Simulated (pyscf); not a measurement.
# Four-centre exchange: HO–PH₂ + silane (SiH₄) -> HO–PH–SiH₃ + hydrogen (H₂)

Gas phase, singlet surface, charge 0. Bonds broken: P1–H3, Si6–H7. Bonds formed: P1–Si6, H3–H7. Single points on ωB97X-D3(BJ)/def2-SVP structures (PySCF, gas phase).

Transition state (Å):

```xyz
10

P     -0.0902     0.5796    -0.4105
O      0.7728    -0.8244    -0.7801
H     -1.5269    -0.3621     0.2003
H     -1.0612     0.5221    -1.4654
H      1.7117    -0.6131    -0.8295
Si    -0.9820    -0.4630     1.7606
H     -2.3086    -0.8477     0.7065
H      0.5130    -0.4533     1.9598
H     -1.6399     0.7467     2.3122
H     -1.3756    -1.7159     2.4899
```

One imaginary mode, 1642i cm⁻¹; descent along it reached the two sides named.

```csv
bond,change,reactant side (Å),saddle,product side
P1–H3,breaks,1.425,1.823,3.8
Si6–H7,breaks,1.486,1.738,3.4
P1–Si6,forms,3.9,2.568,2.256
H3–H7,forms,3.4,1.050,0.760
```

Electronic energies relative to the separated reactants (kJ/mol):

```
level                   barrier  reaction energy  reverse barrier
----------------------  -------  ---------------  ---------------
ωB97X-D3(BJ)/def2-TZVP    285.7             +0.6            285.1
PBE/def2-TZVP             247.9             +4.8            243.2
r²SCAN/def2-TZVP          261.8             +5.6            256.2
B3LYP-D3(BJ)/def2-TZVP    282.1            +11.7            270.4
PBE0-D3(BJ)/def2-TZVP     262.4             +6.4            256.0
M06-2X/def2-TZVP          292.9            +11.5            281.4
ωB97M-D3(BJ)/def2-TZVP    293.6            +17.7            275.9
HF/def2-TZVP              396.2            +45.2            351.1
```

With ωB97M-D3(BJ)/def2-TZVP energies and thermal terms (ideal gas, 1 atm, RRHO with modes under 100 cm⁻¹ raised to 100, one conformer, R ln 2 for chiral ones without a mode under 150 cm⁻¹), in kJ/mol:

```csv
T (K),ΔH‡,ΔG‡,ΔH,ΔG
298,289.1,327.5,+11.0,+13.5
600,291.6,365.6,+17.7,+13.1
900,294.9,401.9,+22.0,+9.8
1200,298.4,437.0,+24.7,+5.3
```

At the saddle there is also a short H–Si contact that neither side keeps. The same reactants have a lower exit, to PH₃ + HO–SiH₃ (barrier +148.0 kJ/mol at ωB97M-D3(BJ)/def2-TZVP, against +293.6 kJ/mol here). HO–PH–SiH₃ lies 113.8 kJ/mol over its isomer HO–SiH₂–PH₂ (electronic energy, ωB97M-D3(BJ)/def2-TZVP). This is the saddle that the search found; another between the same sides may lie lower.
